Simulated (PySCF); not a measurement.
Compound: 2-methyl-2-oxazoline, C4H7NO.
SMILES: `CC1=NCCO1`

The closed-shell ground state was solved at several levels (PySCF, density fitting, gas phase, non-relativistic). Geometry: PBE0-D3(BJ)/def2-SVP; no solvent, vibrations or thermal averaging.

```csv
level,basis functions,HOMO (eV),LUMO (eV),gap (eV),dipole (D)
BP86/pcSseg-1,137,-5.80,-0.37,5.43,1.40
HF/pcSseg-1,137,-10.10,4.29,14.39,1.49
LC-wPBE/pcSseg-1,137,-9.74,3.13,12.87,1.49
wB97X-D/pcSseg-1,137,-8.91,2.61,11.52,1.45
PBE0/pcSseg-0,68,-7.08,0.76,7.84,1.60
wB97X-D/pcSseg-2,314,-8.91,2.32,11.23,1.38
B97-2/pcSseg-1,137,-6.79,0.69,7.48,1.40
LDA/pcSseg-1,137,-5.82,-0.49,5.33,1.43
B3LYP/pcJ-1,232,-6.79,0.51,7.30,1.40
```

Task: What might PBE0/cc-pVTZ (278 basis functions) give for the same quantities?

Result: HOMO -6.96 eV, LUMO 0.77 eV, gap 7.73 eV, dipole 1.29 D.

Task: Over all these levels, which gives the widest orbital gap and which the narrowest?

Result: HF/pcSseg-1 (Hartree–Fock, all exact exchange) has the widest, 14.39 eV, and LDA/pcSseg-1 (LDA) the narrowest, 5.33 eV. The two share the basis. From the narrowest to the widest the HOMO moves by -4.28 eV and the LUMO by +4.78 eV. The HOMO need not be the same orbital at Hartree–Fock and at DFT levels.

Task: In the pcSseg-1 basis, how does the gap go with the fixed share of exact exchange?

Result: LDA (0 %) 5.33 eV; BP86 (0 %) 5.43 eV; B97-2 (21 %) 7.48 eV; HF (100 %) 14.39 eV. Each rise in the share widens the gap here.

Task: How far do the dipole and the HOMO energy spread over the levels?

Result: The dipole runs from 1.29 to 1.60 D (mean 1.43 D) and the HOMO from -10.10 to -5.80 eV.
